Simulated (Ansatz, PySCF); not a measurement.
Process, species as SMILES: C(Cl)Cl [dichloromethane] -> Cl[CH2] (CH2Cl) + Cl atom (the C-Cl bond breaks)

Wanted: bond dissociation energy (electronic), in kcal/mol. Set-up: valence correlation only; no dispersion term unless named; non-relativistic; 6-31G* and kin with 6d, 5d where marked; open shells spin-unrestricted; spin-orbit terms left out. CBS(X,Y): correlation extrapolated as X^-3; Hartree-Fock from the larger set. [CCSD(T)-MP2]/basis is that difference in the basis named. Ab initio and DFT rows: single points at B3LYP-D3(BJ) geometries (Ansatz, a quantum-chemistry and plane-wave program).

Coupled cluster (Ansatz) is a level with limits of its own, used here on species with T1 under 0.025 (0.045 for open shells) and stable references: RI-MP2/CBS(aug-cc-pV(T+d)Z,aug-cc-pV(Q+d)Z)+[CCSD(T)-MP2]/aug-cc-pV(T+d)Z.

Value to compare with, RI-MP2/CBS(aug-cc-pV(T+d)Z,aug-cc-pV(Q+d)Z)+[CCSD(T)-MP2]/aug-cc-pV(T+d)Z (Ansatz): 82.9 kcal/mol.

```
level                            program  bond dissociation energy (electronic) (kcal/mol)  difference
------------------------  --------------  ------------------------------------------------  ----------
PBE/3-21G                         Ansatz                                              79.6        -3.3
PBE/6-31G*                        Ansatz                                              83.4         0.5
BP86/def2-SVP                      PySCF                                              80.5        -2.4
BP86/6-31G* (5d)                   PySCF                                              81.6        -1.3
B3LYP/STO-3G                      Ansatz                                              88.2         5.3
B3LYP/6-31G*                      Ansatz                                              76.4        -6.5
B3LYP/def2-SVP                    Ansatz                                              75.5        -7.4
B3LYP/cc-pVDZ                     Ansatz                                              75.3        -7.6
PBE0/6-31G*                       Ansatz                                              80.1        -2.8
M06-2X/6-31G* (5d)                 PySCF                                              82.8        -0.1
r2SCAN-D4/def2-TZVPD      Ansatz + dftd4                                              78.7        -4.2
wB97X-V/def2-TZVPD                Ansatz                                              82.0        -0.9
B2PLYP-D3(BJ)/def2-TZVPD  Ansatz + dftd3                                              79.6        -3.3
```

2 of the 10 habitual levels lie above RI-MP2/CBS(aug-cc-pV(T+d)Z,aug-cc-pV(Q+d)Z)+[CCSD(T)-MP2]/aug-cc-pV(T+d)Z (Ansatz); their mean absolute difference is 3.7 kcal/mol, the median 3.0.

The levels are drawn from those run, B3LYP/6-31G* more often than the rest, none by its result; runs whose electronic state is in doubt are left out.
